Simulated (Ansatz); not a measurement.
`N[SiH2]S` + `[OH]`• → `N[SiH2][S]`• + H₂O at 700 K and 1 bar (hydrogen abstraction from the S–H bond).

Calculated with Ansatz (gas phase, PBE0-D4/def2-TZVP geometries, no zero-point term in ΔE). CBS: MP2 limit from def2 TZ/QZ plus the TZ coupled-cluster correction, frozen cores. This one scheme is used for every species. No spin–orbit coupling; open shells (•) take unrestricted orbitals. Each species was taken in one conformer, which may not be the lowest.

| species | CCSD(T)/CBS energy (Eh) | H − E (kJ/mol) | S (J/(mol·K)) |
| --- | --- | --- | --- |
| `N[SiH2]S` | -744.61970 | 200.8 | 407.6 |
| `[OH]`• | -75.67771 | 42.8 | 208.9 |
| `N[SiH2][S]`• | -743.96778 | 171.1 | 389.3 |
| H₂O | -76.37941 | 80.5 | 218.4 |

H − E and S are ideal-gas, rigid-rotor, harmonic terms from PBE0-D4/def2-TZVP, for one conformer and one mirror image of each species, with the whole ground term of open shells counted as degenerate. 1 Eh = 2625.50 kJ/mol, R = 8.31446 J/(mol·K).

Question: By hand: ΔE, ΔH, ΔS and ΔG.

Answer: ΔE = (-743.96778) + (-76.37941) − (-744.61970) − (-75.67771) = -0.04978 Eh = -130.7 kJ/mol. Δ(H − E) = 171.1 + 80.5 − 200.8 − 42.8 = 8.0, so ΔH = -122.7 kJ/mol. ΔS = 389.3 + 218.4 − 407.6 − 208.9 = -8.8 J/(mol·K). ΔG = -122.7 − 700 × (-8.8)/1000 = -116.5 kJ/mol.

Question: By hand: the equilibrium constant, and the temperature at which ΔG would vanish if ΔH and ΔS stayed fixed.

Answer: log₁₀ K = −ΔG/(RT ln 10) = 8.7. ΔG = 0 at ΔH/ΔS = 13943 K, far beyond where these terms or the molecules hold.

The number of gas molecules stays the same, so ΔS is small and ΔH decides. A doubt of 5 kJ/mol in ΔE shifts log₁₀ K by 0.4 here. Other conformers and mirror images would add mixing entropy, several J/(mol·K) or more a flexible species. These are equilibria of isolated gas molecules and say nothing of rates. Largest T1 diagnostic: 0.017 (customary marks: 0.02 for closed shells, 0.045 for open ones).
